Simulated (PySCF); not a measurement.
Species: Ge2+, Ge2 (charge +1 and quartet state).
SMILES: `[Ge][Ge+]`

The calculation used PBE0-D3(BJ)/def2-SVP geometry optimisation, gas phase in PySCF 2.14.0.

Masses are those of the commonest isotopes; rigid-rotor values at the optimised geometry. 

Question: What are the moment of inertia and the rotational constant?

Answer: I = 214.605 u·Å², B = 505379 MHz·u·Å²/I = 2355 MHz (0.0786 cm⁻¹, or 0.113 K as hB/k). For two atoms I = μr² with μ = 36.9606 u and r = 2.4096 Å.

Question: List the first levels of a rigid rotor in a Σ state.

Answer: E(J) = BJ(J+1): J = 1: 0.157, J = 2: 0.471, J = 3: 0.943, J = 4: 1.571, J = 5: 2.357, J = 6: 3.299 cm⁻¹. The exchanged nuclei have no spin, so only every second level exists. For this open shell read J as N, the rotation without spin; fine and hyperfine splittings come on top.

Question: Has it a pure rotational spectrum?

Answer: Not by electric dipole: D∞h allows no dipole (computed 0.00 D). Rotational Raman lines (ΔJ = 2) lie at B(4J + 6), spaced by 8B = 0.628 cm⁻¹ as every second level is missing.

Question: Estimate the classical rotational partition function at 50 K, 100 K and 298.15 K.

Answer: Point group D∞h, symmetry number σ = 2; q = kT/(σhB), k/h = 20836.6 MHz/K: 221 at 50 K, 442 at 100 K, 1320 at 298.15 K.

Whether it is a minimum is left open (no frequencies). ⟨S²⟩ = 3.752 (exact for a quartet: 3.75). No vibrational averaging or centrifugal distortion is included, and the geometry carries the error of its method.

Time: 3.0 s wall. Hardware: one thread of an x86-64 server, no GPU, shared host. That covers the optimisation of the geometry.
